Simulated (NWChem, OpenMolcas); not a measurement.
**How basis sets differ on SiS (SMILES [Si-]#[S+])**

SiS has 2 atoms, charge 0, and is taken as a singlet. As SMILES, `[Si-]#[S+]`. Geometry: the measured bond length.

```tsv
atom	x (Å)	y (Å)	z (Å)
Si	0.0000	0.0000	0.0000
S	0.0000	0.0000	1.9293
```

Quantity: the vertical ionisation energy (to the doublet cation), in eV. The values are calculated.

| level | kind | program | value (eV) | CPU time (all runs) |
| --- | --- | --- | --- | --- |
| B3LYP/def2-QZVP | global hybrid | NWChem | 10.42 | 73 s |
| B3LYP/def2-QZVPP | global hybrid | NWChem | 10.42 | 69 s |
| B3LYP/def2-TZVP | global hybrid | NWChem | 10.42 | 12 s |
| B3LYP/def2-TZVPP | global hybrid | NWChem | 10.42 | 13 s |
| B3LYP/STO-3G | global hybrid | OpenMolcas | 7.30 | 8.4 s |
| B3LYP/6-31G* (spherical functions) | global hybrid | NWChem | 10.48 | 11 s |
| B3LYP/def2-SVP | global hybrid | NWChem | 10.45 | 3.7 s |
| B3LYP/6-31G* (Cartesian functions) | global hybrid | OpenMolcas | 10.48 | 12 s |
| B3LYP/cc-pVTZ | global hybrid | NWChem | 10.43 | 64 s |

The values span 7.30 to 10.48 eV. Without the sets that lack polarisation functions the rows with a basis span only 10.42 to 10.48 eV. CPU times are rough (shared hosts, several kinds of processor): they show what a rung costs within a factor of a few.
